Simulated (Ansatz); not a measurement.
Ansatz (an electronic-structure program) input (PBE/STO-3G):

Ansatz 0.2 input:
```yaml
crystal:
  periodic: [false, false, false]
  atoms:
    - {symbol: C, position_ang: [0.03001831, 0.38890657, 0.00079542]}
    - {symbol: C, position_ang: [1.23978496, -0.08731897, -0.00655119]}
    - {symbol: F, position_ang: [-1.07186953, -0.39122524, 0.00452518]}
    - {symbol: H, position_ang: [-0.22543144, 1.44614772, 0.00468087]}
    - {symbol: H, position_ang: [2.25343763, 0.26535385, -0.01087281]}
basis:
  gaussian:
    orbitals: STO-3G
hamiltonian:
  xc: {name: PBE}
magnetization: {spin_polarized: true, initial_magnetization: 1}
output: {forces: true}
```

Output:

```
Functional definition: PBE
integrals: 0.01 GiB planned
235 factors; integrals over basis functions are off by at most 3.6e-5 eV
mean field: 0.06 GiB planned
mean field evaluation 1: about -4747.9012 eV, gradient 1.2e1 eV
mean field evaluation 2: about -4743.9654 eV, gradient 2.7e1 eV
mean field evaluation 4: about -4748.8861 eV, gradient 3.4e-1 eV
mean field evaluation 8: about -4748.8098 eV, gradient 4.1e-2 eV
mean field evaluation 16: about -4748.8098 eV, gradient 2.2e-5 eV
mean field -4748.80978641 eV, -174.5155407918 hartree, gradient 2.2e-5 eV, S^2 0.761094; 0 other end points of the search recorded, 0 dependent functions left out
the calculation of the forces begins
reference -4748.80980004 eV, -174.5155412927 hartree; 12, 11 occupied and 5, 6 virtual orbitals, 235 factors
Total energy: -4748.80980004 eV, -174.5155412927 hartree
Atom 0 at     0.030018     0.388907     0.000795 Å, force    -0.911472     0.428890     0.005706 eV/Å
Atom 1 at     1.239785    -0.087319    -0.006551 Å, force     1.663616    -1.296456    -0.011668 eV/Å
Atom 2 at    -1.071870    -0.391225     0.004525 Å, force    -1.590917    -1.056098     0.005557 eV/Å
Atom 3 at    -0.225431     1.446148     0.004681 Å, force    -0.117099     1.478679     0.004206 eV/Å
Atom 4 at     2.253438     0.265354    -0.010873 Å, force     0.955872     0.444986    -0.003801 eV/Å
Dipole moment:     0.046509     0.141874     0.000108 e Å
```

The geometry given is a B3LYP-D3(BJ)/def2-TZVP minimum.
